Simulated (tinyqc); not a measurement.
FCI on RHF in the sto-3g basis, for OH-, spin multiplicity 1, step by step. The basis has no diffuse functions, so it cannot describe the extra electron: this is an exercise in the method, not the real anion. Computed by tinyqc, a small Python program that keeps every step (integrals from PySCF). Settings: charge = -1, multiplicity = 1, basis = sto-3g, method = RHF, energy threshold = 1e-10, iteration cap = 53, orthogonalisation = symmetric, start = atomic densities, DIIS depth = 6, ci = FCI, davidson = 1. Command: `OMP_NUM_THREADS=1 python tinyqc.py 31949 31950 out.jsonl` (the two numbers bound the seeds that draw the settings). One thread of a shared host (Intel(R) Xeon(R) Processor @ 2.60GHz), about 0.1 s of CPU time with the checks. The early iterations of the SCF are left out here.

## One-electron integrals

Geometry (angstrom):
```
atom         x         y         z
O     0.000000  0.000000  0.000000
H     0.000000  0.000000  0.927000
```

Basis sto-3g: exponents (1/bohr^2) and contraction coefficients of normalised primitives:
```
element  l (shell)    exponent  coefficient
O            s (1)  130.709320     0.154329
O            s (1)   23.808861     0.535328
O            s (1)    6.443608     0.444635
O            s (2)    5.033151    -0.099967
O            s (2)    1.169596     0.399513
O            s (2)    0.380389     0.700115
O            p (3)    5.033151     0.155916
O            p (3)    1.169596     0.607684
O            p (3)    0.380389     0.391957
H            s (1)    3.425251     0.154329
H            s (1)    0.623914     0.535328
H            s (1)    0.168855     0.444635
```

Overlap, kinetic and nuclear-attraction integrals over the contracted functions; the nuclear repulsion is the sum of Za Zb / Rab.

nuclear repulsion = 4.56679362 hartree

overlap S, order 1O 1s, 1O 2s, 1O 2px, 1O 2py, 1O 2pz, 2H 1s:
```
[[1.000000, 0.236704, 0.000000, 0.000000, 0.000000, 0.057978],
 [0.236704, 1.000000, 0.000000, 0.000000, 0.000000, 0.494827],
 [0.000000, 0.000000, 1.000000, 0.000000, 0.000000, 0.000000],
 [0.000000, 0.000000, 0.000000, 1.000000, 0.000000, 0.000000],
 [0.000000, 0.000000, 0.000000, 0.000000, 1.000000, 0.403734],
 [0.057978, 0.494827, 0.000000, 0.000000, 0.403734, 1.000000]]
```

kinetic energy T (hartree), order 1O 1s, 1O 2s, 1O 2px, 1O 2py, 1O 2pz, 2H 1s:
```
[[29.003200, -0.168011, 0.000000, 0.000000, 0.000000, -0.000190],
 [-0.168011, 0.808128, 0.000000, 0.000000, 0.000000, 0.143637],
 [0.000000, 0.000000, 2.528731, 0.000000, 0.000000, 0.000000],
 [0.000000, 0.000000, 0.000000, 2.528731, 0.000000, 0.000000],
 [0.000000, 0.000000, 0.000000, 0.000000, 2.528731, 0.308049],
 [-0.000190, 0.143637, 0.000000, 0.000000, 0.308049, 0.760032]]
```

nuclear attraction V (hartree), order 1O 1s, 1O 2s, 1O 2px, 1O 2py, 1O 2pz, 2H 1s:
```
[[-61.189304, -7.318202, 0.000000, 0.000000, -0.016552, -1.848174],
 [-7.318202, -9.613642, 0.000000, 0.000000, -0.192350, -3.848778],
 [0.000000, 0.000000, -9.496137, 0.000000, 0.000000, 0.000000],
 [0.000000, 0.000000, 0.000000, -9.496137, 0.000000, 0.000000],
 [-0.016552, -0.192350, 0.000000, 0.000000, -9.630236, -2.860547],
 [-1.848174, -3.848778, 0.000000, 0.000000, -2.860547, -5.606486]]
```

core Hamiltonian H = T + V (hartree), order 1O 1s, 1O 2s, 1O 2px, 1O 2py, 1O 2pz, 2H 1s:
```
[[-32.186104, -7.486213, 0.000000, 0.000000, -0.016552, -1.848364],
 [-7.486213, -8.805514, 0.000000, 0.000000, -0.192350, -3.705141],
 [0.000000, 0.000000, -6.967406, 0.000000, 0.000000, 0.000000],
 [0.000000, 0.000000, 0.000000, -6.967406, 0.000000, 0.000000],
 [-0.016552, -0.192350, 0.000000, 0.000000, -7.101505, -2.552498],
 [-1.848364, -3.705141, 0.000000, 0.000000, -2.552498, -4.846454]]
```

## Two-electron integrals

Functions are numbered as in S; the eight-fold symmetry (ij|kl) = (ji|kl) = (kl|ij) leaves the list below.

Two-electron integrals (ij|kl) in chemists' order, unique and non-zero (hartree):
```
(11|11) 4.785065   (21|11) 0.741380   (21|21) 0.136873   (22|11) 1.118947
(22|21) 0.256633   (22|22) 0.817206   (31|31) 0.024477   (32|31) 0.037809
(32|32) 0.180518   (33|11) 1.115814   (33|21) 0.256684   (33|22) 0.817023
(33|33) 0.880159   (41|41) 0.024477   (42|41) 0.037809   (42|42) 0.180518
(43|43) 0.047444   (44|11) 1.115814   (44|21) 0.256684   (44|22) 0.817023
(44|33) 0.785270   (44|44) 0.880159   (51|51) 0.024477   (52|51) 0.037809
(52|52) 0.180518   (53|53) 0.047444   (54|54) 0.047444   (55|11) 1.115814
(55|21) 0.256684   (55|22) 0.817023   (55|33) 0.785270   (55|44) 0.785270
(55|55) 0.880159   (61|11) 0.184700   (61|21) 0.033786   (61|22) 0.062855
(61|33) 0.062738   (61|44) 0.062738   (61|51) 0.001546   (61|52) 0.002883
(61|55) 0.063098   (61|61) 0.008447   (62|11) 0.425063   (62|21) 0.098604
(62|22) 0.344812   (62|33) 0.339169   (62|44) 0.339169   (62|51) 0.007347
(62|52) 0.054838   (62|55) 0.355780   (62|61) 0.024763   (62|62) 0.176335
(63|31) 0.010607   (63|32) 0.060682   (63|53) 0.011552   (63|63) 0.025903
(64|41) 0.010607   (64|42) 0.060682   (64|54) 0.011552   (64|64) 0.025903
(65|11) 0.295526   (65|21) 0.069480   (65|22) 0.259554   (65|33) 0.247634
(65|44) 0.247634   (65|51) 0.015178   (65|52) 0.100105   (65|55) 0.283112
(65|61) 0.018263   (65|62) 0.161236   (65|65) 0.171746   (66|11) 0.546614
(66|21) 0.128858   (66|22) 0.514256   (66|33) 0.493284   (66|44) 0.493284
(66|51) 0.013058   (66|52) 0.131785   (66|55) 0.555585   (66|61) 0.032693
(66|62) 0.322938   (66|65) 0.337521   (66|66) 0.774606
```

## Orthogonalisation

S = U s U^T; symmetric (Loewdin) form X = U s^(-1/2) U^T, so that X^T S X = 1.

eigenvalues of S: [0.348144, 0.840002, 1.000000, 1.000000, 1.128059, 1.683795]

X, order 1O 1s, 1O 2s, 1O 2px, 1O 2py, 1O 2pz, 2H 1s:
```
[[1.023250, -0.135104, 0.000000, 0.000000, -0.009887, 0.025195],
 [-0.135104, 1.161296, 0.000000, 0.000000, 0.111474, -0.348558],
 [0.000000, 0.000000, 1.000000, 0.000000, 0.000000, 0.000000],
 [0.000000, 0.000000, 0.000000, 1.000000, 0.000000, 0.000000],
 [-0.009887, 0.111474, 0.000000, 0.000000, 1.089161, -0.279662],
 [0.025195, -0.348558, 0.000000, 0.000000, -0.279662, 1.224367]]
```

## Starting guess

The start is atomic minimal-basis densities projected into this basis (PySCF's MINAO start) and scaled to the electron count of each spin; this density is not idempotent, so its energy is not variational and may lie below the converged one.

D at the start, order 1O 1s, 1O 2s, 1O 2px, 1O 2py, 1O 2pz, 2H 1s:
```
[[2.387205, -0.551326, 0.000000, 0.000000, 0.018472, -0.023776],
 [-0.551326, 2.346445, 0.000000, 0.000000, -0.096492, 0.062533],
 [0.000000, 0.000000, 1.456046, 0.000000, 0.000000, 0.000000],
 [0.000000, 0.000000, 0.000000, 1.456046, 0.000000, 0.000000],
 [0.018472, -0.096492, 0.000000, 0.000000, 1.328566, 0.130092],
 [-0.023776, 0.062533, 0.000000, 0.000000, 0.130092, 1.122520]]
```

## Iteration 7 (converged): orbitals

converged F (hartree), order 1O 1s, 1O 2s, 1O 2px, 1O 2py, 1O 2pz, 2H 1s:
```
[[-19.354026, -4.967045, 0.000000, 0.000000, -0.026099, -1.235813],
 [-4.967045, -1.777282, 0.000000, 0.000000, -0.077028, -0.774905],
 [0.000000, 0.000000, 0.257379, 0.000000, 0.000000, 0.000000],
 [0.000000, 0.000000, 0.000000, 0.257379, 0.000000, 0.000000],
 [-0.026099, -0.077028, 0.000000, 0.000000, 0.397207, -0.320966],
 [-1.235813, -0.774905, 0.000000, 0.000000, -0.320966, -0.179488]]
```

Diagonalise F' = X^T F X, C = X C', fill 5 alpha and 5 beta electrons from the bottom; D = 2 C_occ C_occ^T. Each column has its largest component positive (the first on a tie).

F' = X^T F X (hartree):
```
[[-18.981602, -2.654567, 0.000000, 0.000000, -0.058519, -0.202255],
 [-2.654567, -0.691660, 0.000000, 0.000000, 0.174801, -0.558548],
 [0.000000, 0.000000, 0.257379, 0.000000, 0.000000, 0.000000],
 [0.000000, 0.000000, 0.000000, 0.257379, 0.000000, 0.000000],
 [-0.058519, 0.174801, 0.000000, 0.000000, 0.662999, -0.596618],
 [-0.202255, -0.558548, 0.000000, 0.000000, -0.596618, 0.411339]]
```

orbital energies (hartree): [-19.363112, -0.601921, 0.073997, 0.257379, 0.257379, 1.292112]

coefficients C, order 1O 1s, 1O 2s, 1O 2px, 1O 2py, 1O 2pz, 2H 1s:
```
[[0.994169, -0.233043, 0.118265, 0.000000, 0.000000, 0.096739],
 [0.025459, 0.832519, -0.624196, 0.000000, 0.000000, -0.646082],
 [0.000000, 0.000000, 0.000000, 0.973675, -0.227941, 0.000000],
 [0.000000, 0.000000, 0.000000, 0.227941, 0.973675, 0.000000],
 [0.004251, 0.080923, 0.560234, 0.000000, 0.000000, -0.978048],
 [-0.007483, 0.292600, 0.644358, 0.000000, 0.000000, 1.094780]]
```

D after iteration 7, order 1O 1s, 1O 2s, 1O 2px, 1O 2py, 1O 2pz, 2H 1s:
```
[[2.113336, -0.485046, 0.000000, 0.000000, 0.103248, 0.001155],
 [-0.485046, 2.166714, 0.000000, 0.000000, -0.564435, -0.317603],
 [0.000000, 0.000000, 2.000000, 0.000000, 0.000000, 0.000000],
 [0.000000, 0.000000, 0.000000, 2.000000, 0.000000, 0.000000],
 [0.103248, -0.564435, 0.000000, 0.000000, 0.640857, 0.769274],
 [0.001155, -0.317603, 0.000000, 0.000000, 0.769274, 1.001735]]
```

Within a degenerate level the vectors are fixed only up to a rotation; this is one choice.

## Convergence

Stop when the energy changes by less than 1e-10 hartree and every element of the error matrix X^T (F D S - S D F) X is below 3e-06.

Course of the cycle:
```
iteration   E (hartree)     change  largest element of the error matrix
1          -79.41146083          -                             1.44e+00
2          -74.03402119   5.38e+00                             1.52e-01
3          -74.04733881  -1.33e-02                             1.84e-02
4          -74.04772023  -3.81e-04                             2.47e-03
5          -74.04772511  -4.87e-06                             4.92e-05
6          -74.04772511  -1.54e-09                             4.59e-07
7          -74.04772511  -1.71e-13                             2.22e-09
```

PySCF RHF in the same basis = -74.04772511 hartree

Converged in 7 iterations.

## Populations, bond orders and dipole

Mulliken: Z minus the diagonal of D S on the atom; Loewdin: the same with S^(1/2) D S^(1/2); Mayer order: 2 sum_s sum (D(s) S)_ij (D(s) S)_ji over the two atoms.

Charges (e):
```
atom   Mulliken    Loewdin
1O    -0.844774  -0.847269
2H    -0.155226  -0.152731
```

Mayer bond orders:
```
pair     order
2-1   0.975905
```

dipole moment about the origin, x y z (debye): [0.000000, 0.000000, -0.053824]

## Integrals over molecular orbitals

(pq|rs) = sum C_ip C_jq C_kr C_ls (ij|kl), one index at a time.

one-electron integrals over orbitals h = C^T H C (hartree):
```
[[-32.168032, 0.577445, -0.283092, 0.000000, 0.000000, -0.232119],
 [0.577445, -7.106785, 0.674361, 0.000000, 0.000000, 1.151228],
 [-0.283092, 0.674361, -6.028613, 0.000000, 0.000000, 1.293232],
 [0.000000, 0.000000, 0.000000, -6.967406, 0.000000, 0.000000],
 [0.000000, 0.000000, 0.000000, 0.000000, -6.967406, 0.000000],
 [-0.232119, 1.151228, 1.293232, 0.000000, 0.000000, -5.566746]]
```

Two-electron integrals over orbitals (pq|rs), unique and non-zero (hartree):
```
(11|11) 4.744683    (21|11) -0.418890   (21|21) 0.058265    (22|11) 0.997128
(22|21) -0.013822   (22|22) 0.727574    (31|11) 0.212367    (31|21) -0.027887
(31|22) 0.014400    (31|31) 0.024426    (32|11) -0.185495   (32|21) 0.009472
(32|22) -0.007853   (32|31) 0.011107    (32|32) 0.150092    (33|11) 0.869728
(33|21) -0.010138   (33|22) 0.652557    (33|31) -0.003647   (33|32) -0.042961
(33|33) 0.684990    (41|41) 0.026044    (42|41) 0.032369    (42|42) 0.142966
(43|41) -0.015303   (43|42) -0.055485   (43|43) 0.051883    (44|11) 1.115326
(44|21) -0.012153   (44|22) 0.743053    (44|31) 0.006109    (44|32) -0.097854
(44|33) 0.662833    (44|44) 0.880159    (51|51) 0.026044    (52|51) 0.032369
(52|52) 0.142966    (53|51) -0.015303   (53|52) -0.055485   (53|53) 0.051883
(54|54) 0.047444    (55|11) 1.115326    (55|21) -0.012153   (55|22) 0.743053
(55|31) 0.006109    (55|32) -0.097854   (55|33) 0.662833    (55|44) 0.785270
(55|55) 0.880159    (61|11) 0.175266    (61|21) -0.026940   (61|22) -0.003167
(61|31) -0.001674   (61|32) -0.023489   (61|33) 0.015360    (61|44) 0.004625
(61|55) 0.004625    (61|61) 0.031693    (62|11) -0.244679   (62|21) 0.004662
(62|22) -0.115698   (62|31) -0.017683   (62|32) -0.009958   (62|33) -0.018445
(62|44) -0.127578   (62|55) -0.127578   (62|61) 0.017055    (62|62) 0.110017
(63|11) -0.258007   (63|21) 0.004409    (63|22) -0.080075   (63|31) 0.004483
(63|32) 0.116350    (63|33) -0.077015   (63|44) -0.140275   (63|55) -0.140275
(63|61) -0.010697   (63|62) 0.046779    (63|63) 0.149672    (64|41) -0.011556
(64|42) -0.045221   (64|43) -0.004707   (64|64) 0.038950    (65|51) -0.011556
(65|52) -0.045221   (65|53) -0.004707   (65|65) 0.038950    (66|11) 0.946241
(66|21) -0.010320   (66|22) 0.689518    (66|31) 0.017229    (66|32) 0.041933
(66|33) 0.648362    (66|44) 0.664975    (66|55) 0.664975    (66|61) -0.011037
(66|62) -0.088027   (66|63) -0.029616   (66|66) 0.726492
```

## FCI: determinants and Hamiltonian

Hartree-Fock energy = -74.04772511 hartree

Slater-Condon rules over spin orbitals, with the nuclear repulsion added and E(HF) subtracted on the diagonal. Only determinants linked to the reference directly or through others are kept (one block of an abelian symmetry group), so some states are absent.

Occupation strings over the orbitals (2 doubly, a alpha, b beta, 0 empty; spin orbitals ordered 1a 1b 2a 2b ...): 222220 22a22b 2a222b a2222b 22b22a 2b222a b2222a 222202 222022 220222 2ab222 a2b222 2ba222 202222 ab2222 b2a222 ba2222 022222

H - E(HF) between determinants (hartree), order 222220, 22a22b, 2a222b, a2222b, 22b22a, 2b222a, b2222a, 222202, 222022, 220222, 2ab222, a2b222, 2ba222, 202222, ab2222, b2a222, ba2222, 022222:
```
[[0.000000, 0.000000, 0.000000, 0.000000, 0.000000, 0.000000, 0.000000, 0.038950, 0.038950, 0.149672, -0.046779, 0.010697, 0.046779, 0.110017, -0.017055, -0.010697, 0.017055, 0.031693],
 [0.000000, 0.719426, 0.004846, -0.027926, -0.149672, -0.046779, 0.010697, 0.004707, 0.004707, 0.047399, 0.116350, 0.004483, -0.069582, 0.009958, -0.017683, -0.026397, 0.023489, 0.001674],
 [0.000000, 0.004846, 1.314533, 0.027375, -0.046779, -0.110017, -0.017055, 0.045221, 0.045221, -0.116350, -0.050459, 0.004409, 0.009958, 0.027671, 0.004662, 0.023489, -0.007870, 0.026940],
 [0.000000, -0.027926, 0.027375, 19.740677, 0.010697, -0.017055, -0.031693, 0.011556, 0.011556, -0.004483, 0.004409, -0.228391, 0.017683, -0.004662, -0.156652, 0.001674, 0.026940, -0.186303],
 [0.000000, -0.149672, -0.046779, 0.010697, 0.719426, 0.004846, -0.027926, -0.004707, -0.004707, -0.047399, -0.069582, -0.026397, 0.116350, -0.009958, 0.023489, 0.004483, -0.017683, -0.001674],
 [0.000000, -0.046779, -0.110017, -0.017055, 0.004846, 1.314533, 0.027375, -0.045221, -0.045221, 0.116350, 0.009958, 0.023489, -0.050459, -0.027671, -0.007870, 0.004409, 0.004662, -0.026940],
 [0.000000, 0.010697, -0.017055, -0.031693, -0.027926, 0.027375, 19.740677, -0.011556, -0.011556, 0.004483, 0.017683, 0.001674, 0.004409, 0.004662, 0.026940, -0.228391, -0.156652, 0.186303],
 [0.038950, 0.004707, 0.045221, 0.011556, -0.004707, -0.045221, -0.011556, 1.094117, 0.047444, 0.051883, 0.055485, 0.015303, -0.055485, 0.142966, -0.032369, -0.015303, 0.032369, 0.026044],
 [0.038950, 0.004707, 0.045221, 0.011556, -0.004707, -0.045221, -0.011556, 0.047444, 1.094117, 0.051883, 0.055485, 0.015303, -0.055485, 0.142966, -0.032369, -0.015303, 0.032369, 0.026044],
 [0.149672, 0.047399, -0.116350, -0.004483, -0.047399, 0.116350, 0.004483, 0.051883, 0.051883, 1.553609, 0.080048, 0.048802, -0.080048, 0.150092, -0.011107, -0.048802, 0.011107, 0.024426],
 [-0.046779, 0.116350, -0.050459, 0.004409, -0.069582, 0.009958, 0.017683, 0.055485, 0.055485, 0.080048, 2.075128, 0.027557, -0.150092, 0.044941, 0.009472, -0.011107, 0.030755, 0.027887],
 [0.010697, 0.004483, 0.004409, -0.228391, -0.026397, 0.023489, 0.001674, 0.015303, 0.015303, 0.048802, 0.027557, 20.461720, -0.011107, -0.009472, -0.222582, -0.024426, 0.027887, -0.167212],
 [0.046779, -0.069582, 0.009958, 0.017683, 0.116350, -0.050459, 0.004409, -0.055485, -0.055485, -0.080048, -0.150092, -0.011107, 2.075128, -0.044941, 0.030755, 0.027557, 0.009472, -0.027887],
 [0.110017, 0.009958, 0.027671, -0.004662, -0.009958, -0.027671, 0.004662, 0.142966, 0.142966, 0.150092, 0.044941, -0.009472, -0.044941, 2.704095, -0.023872, 0.009472, 0.023872, 0.058265],
 [-0.017055, -0.017683, 0.004662, -0.156652, 0.023489, -0.007870, 0.026940, -0.032369, -0.032369, -0.011107, 0.009472, -0.222582, 0.030755, -0.023872, 21.143070, 0.027887, -0.058265, 0.381196],
 [-0.010697, -0.026397, 0.023489, 0.001674, 0.004483, 0.004409, -0.228391, -0.015303, -0.015303, -0.048802, -0.011107, -0.024426, 0.027557, 0.009472, 0.027887, 20.461720, -0.222582, 0.167212],
 [0.017055, 0.023489, -0.007870, 0.026940, -0.017683, 0.004662, -0.156652, 0.032369, 0.032369, 0.011107, 0.030755, 0.027887, 0.009472, 0.023872, -0.058265, -0.222582, 21.143070, -0.381196],
 [0.031693, 0.001674, 0.026940, -0.186303, -0.001674, -0.026940, 0.186303, 0.026044, 0.026044, 0.024426, 0.027887, -0.167212, -0.027887, 0.058265, 0.381196, 0.167212, -0.381196, 43.060047]]
```

## FCI: roots

Diagonalise (each vector has its largest component positive (the first on a tie)); all determinants have Ms = 0, so triplets appear too. The lowest singlet root is the correlation energy.

lowest roots of this matrix, relative to E(HF) (hartree): [-0.022216, 0.565530, 0.829150, 1.046672, 1.070722, 1.204604, 1.355258, 1.642177]

lowest vectors, order 222220, 22a22b, 2a222b, a2222b, 22b22a, 2b222a, b2222a, 222202, 222022, 220222, 2ab222, a2b222, 2ba222, 202222, ab2222, b2a222, ba2222, 022222:
```
[[0.993720, 0.000000, -0.003394, 0.000000],
 [0.000469, 0.705313, 0.686692, 0.000000],
 [-0.004061, 0.044788, -0.099745, 0.000000],
 [0.000027, 0.000645, 0.001475, 0.000000],
 [-0.000469, 0.705313, -0.686692, 0.000000],
 [0.004061, 0.044788, 0.099745, 0.000000],
 [-0.000027, 0.000645, -0.001475, 0.000000],
 [-0.027180, 0.000000, 0.060520, 0.707107],
 [-0.027180, 0.000000, 0.060520, -0.707107],
 [-0.092676, 0.000000, -0.108815, 0.000000],
 [0.025857, -0.022944, -0.094399, 0.000000],
 [-0.000322, 0.000740, -0.000775, 0.000000],
 [-0.025857, -0.022944, 0.094399, 0.000000],
 [-0.032898, 0.000000, -0.000112, 0.000000],
 [0.000667, -0.000136, 0.001481, 0.000000],
 [0.000322, 0.000740, 0.000775, 0.000000],
 [-0.000667, -0.000136, -0.001481, 0.000000],
 [-0.000644, 0.000000, 0.000169, 0.000000]]
```

<S^2> of these roots: [0.000000, 2.000000, 0.000000, 0.000000, 0.000000, 2.000000, 0.000000, 0.000000]

weight of the ground state by excitation level 0, 1, 2, ...: [0.987479, 0.000033, 0.012487]

## The lowest root by the Davidson method

Start from the reference; add the residual divided by (theta - H_ii), orthogonalised, at each step.

Davidson iterations:
```
iteration  subspace  lowest Ritz value (hartree)  residual norm
1                 1                            0       2.09e-01
2                 2                  -0.02189329       2.60e-02
3                 3                  -0.02221048       3.16e-03
4                 4                  -0.02221620       3.75e-04
5                 5                  -0.02221632       1.80e-05
6                 6                  -0.02221632       1.46e-06
7                 7                  -0.02221632       2.25e-07
8                 8                  -0.02221632       2.80e-09
```
